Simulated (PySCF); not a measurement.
Two structures of SiH$_{4}$ClF, closed shell, reached by relaxing down either side of one saddle point (PBE0-D4/def2-TZVP). Energies are electronic, without zero-point energy. PySCF 2.14 with density fitting (its default auxiliary sets; JK sets also for MP2 and CCSD(T)); basis: def2-TZVPP and def2-QZVPP; cores frozen in the correlated methods. Extrapolation: Hartree–Fock as exp(−7.88 √X), correlation as X^−2.97. First:

```
atom    x (Å)    y (Å)    z (Å)
 Si1  -0.5360  -0.6255   0.4810
  H2   0.2274  -1.5922  -0.3351
  H3  -1.1577  -1.2829   1.6509
  H4  -1.5400   0.0989  -0.3251
 Cl5   0.8064   0.7734   1.2253
  H6   1.2713   1.3770  -0.8948
  F7   1.1923   1.3451  -1.8196
```

Second:

```
atom    x (Å)    y (Å)    z (Å)
 Si1  -0.8589   0.5398   0.3631
  H2   2.1994  -1.9265  -0.3958
  H3  -0.3055  -0.4969   1.2540
  H4  -2.0741   0.1147  -0.3569
 Cl5  -1.2917   2.1946   1.4663
  H6   2.0247  -1.2852  -0.7353
  F7   0.2496   0.9188  -0.7125
```

Problem. Which bonds change from the first to the second?

Solution. SiH₃Cl ([SiH3][Cl]) + HF → SiH₂ClF ([F][SiH2][Cl]) + H₂; bonds formed: Si1–F7, H2–H6; bonds broken: Si1–H2, H6–F7.

Problem. Give the saddle point's structure and its height above each. (To be estimated.)

Solution. By the calculation: 37.86 kcal/mol above the first and 63.37 kcal/mol above the second (CCSD(T) at an estimated basis limit (MP2 extrapolated from triple and quadruple zeta, plus CCSD(T) − MP2 in triple zeta)).
Si1  (-0.363, -0.059, 0.232)
H2  (1.080, -0.875, -0.082)
H3  (-0.466, -0.977, 1.398)
H4  (-1.464, -0.410, -0.681)
Cl5  (-0.459, 1.750, 1.183)
H6  (1.111, -0.180, -0.793)
F7  (0.561, 0.753, -1.256)
(Å)

The T1 diagnostic stays at or below 0.012.

Labels in which every atom is bracketed show which atoms are joined, not bond orders.

For scale, one of the runs: CCSD(T)/def2-TZVPP, 171 basis functions, launched by `OMP_NUM_THREADS=4 python run.py`. Hardware: 4 CPU threads of an Intel Xeon, shared host. Wall time 5.7 min; peak host memory 1.5 GiB.
